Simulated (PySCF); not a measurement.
Run record for `C/C=C(/F)CO`: mPW1PW91/def2-SVPD, IEF-PCM chloroform, grid level 1, full TDDFT, 12 singlets.

Method: TDDFT mPW1PW91/def2-SVPD, vertical, IEF-PCM chloroform (non-equilibrium linear response), core orbitals frozen in the response (PySCF 2.14.0, density-fitted response routines). Geometry: GFN2-xTB. A driver script takes a list of jobs; this job's settings line and coordinates (Å) are shown.

Command:
```bash
OMP_NUM_THREADS=1 python probes_run.py task.json out
```

Input:
```
{"job": {"kind": "uv", "xc": "mPW1PW91", "basis": "def2-SVPD", "solvent": "chloroform", "nstates": 12, "ntriplets": 0, "tda": false, "grid": 1}, "charge": 0, "multiplicity": 1}
C     -1.709194    -0.652942    -0.416473
C     -1.034838     0.545143     0.155592
C      0.268700     0.757515     0.215748
F      0.705125     1.916649     0.796402
C      1.426597    -0.086004    -0.234478
O      2.142647    -0.634724     0.848837
H     -2.199709    -0.389778    -1.353543
H     -2.477900    -1.001300     0.270718
H     -1.011494    -1.463144    -0.601482
H     -1.685999     1.315105     0.548148
H      1.080007    -0.929506    -0.830349
H      2.089460     0.538544    -0.853743
H      2.402210     0.084929     1.436895
```

Problem. What does the run print?

Solution. 
```
final grid: 48504 points
cycle   1  E = -331.2845629775  dE =  6.514e-01  |g| = 6.974e-01  |ddm| = 5.436e+00
cycle   2  E = -331.1820084904  dE =  1.026e-01  |g| = 1.021e+00  |ddm| = 1.724e+00
cycle   3  E = -331.3757586695  dE = -1.938e-01  |g| = 7.467e-02  |ddm| = 1.049e+00
cycle   4  E = -331.3769012613  dE = -1.143e-03  |g| = 2.619e-02  |ddm| = 1.769e-01
cycle   5  E = -331.3770580340  dE = -1.568e-04  |g| = 5.896e-03  |ddm| = 5.737e-02
cycle   6  E = -331.3770626932  dE = -4.659e-06  |g| = 3.058e-03  |ddm| = 1.148e-02
cycle   7  E = -331.3770647165  dE = -2.023e-06  |g| = 3.002e-04  |ddm| = 4.323e-03
cycle   8  E = -331.3770647331  dE = -1.661e-08  |g| = 1.743e-04  |ddm| = 8.281e-04
cycle   9  E = -331.3770647400  dE = -6.896e-09  |g| = 4.519e-05  |ddm| = 3.502e-04
cycle  10  E = -331.3770647404  dE = -3.949e-10  |g| = 1.401e-05  |ddm| = 8.727e-05
converged SCF energy = -331.3770647404

Static polarisability (au): isotropic 67.385, principal 54.431 61.763 85.962

Singlet excitations
state   eV       nm        f      main configurations
  1   6.7001    185.0   0.25537   H->L 0.78, H->L+1 0.19
  2   6.9453    178.5   0.00285   H-1->L 0.94
  3   7.0556    175.7   0.13094   H->L+1 0.65, H->L 0.14, H->L+2 0.12
  4   7.3500    168.7   0.10071   H->L+2 0.80
  5   7.7955    159.0   0.01164   H->L+3 0.89
  6   7.8573    157.8   0.00774   H-1->L+1 0.78, H-1->L+2 0.14
  7   8.0582    153.9   0.02641   H->L+4 0.93
  8   8.3392    148.7   0.01597   H->L+5 0.83
  9   8.4127    147.4   0.00743   H-2->L 0.65, H-1->L+2 0.19, H-1->L+1 0.10
 10   8.4307    147.1   0.02135   H-1->L+2 0.53, H-2->L 0.29
 11   8.7937    141.0   0.00939   H->L+6 0.92
 12   8.9493    138.5   0.03693   H-1->L+4 0.47, H-1->L+3 0.37, H-1->L+2 0.09
```

H and L stand for HOMO and LUMO; the number after each pair is its weight.

Problem. How does the lowest singlet excitation compare with the HOMO–LUMO gap?

Solution. HOMO -7.28 eV and LUMO 0.14 eV give a gap of 7.42 eV; S1 at 6.70 eV lies 0.72 eV below it.

Problem. Which computed singlet has the largest oscillator strength, and what do all of them sum to?

Solution. State 1 at 6.70 eV (185 nm), f = 0.255; the 12 states sum to 0.627.

In short: SCF converged in 10 cycles with 182 basis and 625 fitting functions; HOMO -7.28 eV, LUMO 0.14 eV; lowest singlet 6.70 eV; mean polarisability 67.4 au.

One conformer (not necessarily the lowest) at the GFN2-xTB geometry, without vibrations or thermal averaging.

Problem. How long does this job take on one thread of an Arm Neoverse V2, on a shared host? And the peak memory of the process?

Solution. About 15 s, with 0.78 GiB resident at the peak, the Python interpreter and its libraries included.

Conformer computed: `[CH3:1]/[CH:2]=[C:3](/[F:4])[CH2:5][OH:6]`: C2–C3–C5–O6 -109°, H–O6–C5–C3 -54°.
